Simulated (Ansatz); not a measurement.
System (SMILES): Cl (HCl).
Geometry (B3LYP-D3(BJ)/def2-TZVP, fixed):
```xyz
2

Cl     0.0000     0.0000    -0.0712
H      0.0000     0.0000     1.2108
```
Charge 0, spin multiplicity 1.

Basis-set convergence of the dipole moment at PBE0 with Ansatz (a first-principles code). Dipoles come from the density behind the forces; the sign is taken along the dipole that this method gives in the largest set. Cartesian d functions, on some or all atoms, in 6-31G*, 6-311G**, 6-311+G**; all else is spherical. The program fits the integrals of some runs and decomposes those of others, by size. No added dispersion term, no relativity. Reference: the value in aug-cc-pV(5+d)Z, 1.120 D.

```
basis              functions  dipole moment (D)
-----------------  ---------  -----------------
STO-3G                    10              1.726
6-31G                     15                ___
pcseg-0                   15              1.959
def2-SV(P)                20              1.418
6-31G*                    21                ___
pcseg-1                   23              1.472
6-311G**                  33              1.452
def2-SVPD                 35              1.167
6-311+G**                 37              1.442
aug-cc-pV(D+d)Z           41                ___
pcseg-2                   48              1.284
cc-pV(T+d)Z               53              1.210
6-311++G(3df,3pd)         65              1.118
aug-pcseg-2               73              1.130
aug-cc-pV(T+d)Z           78                ___
pcseg-3                   97              1.144
def2-QZVPPD              112              1.120
pcseg-4                  166              1.121
```

Question: Complete the blanks.

Answer: 
- 6-31G, dipole moment (D): 1.841
- 6-31G*, dipole moment (D): 1.516
- aug-cc-pV(D+d)Z, dipole moment (D): 1.147
- aug-cc-pV(T+d)Z, dipole moment (D): 1.125
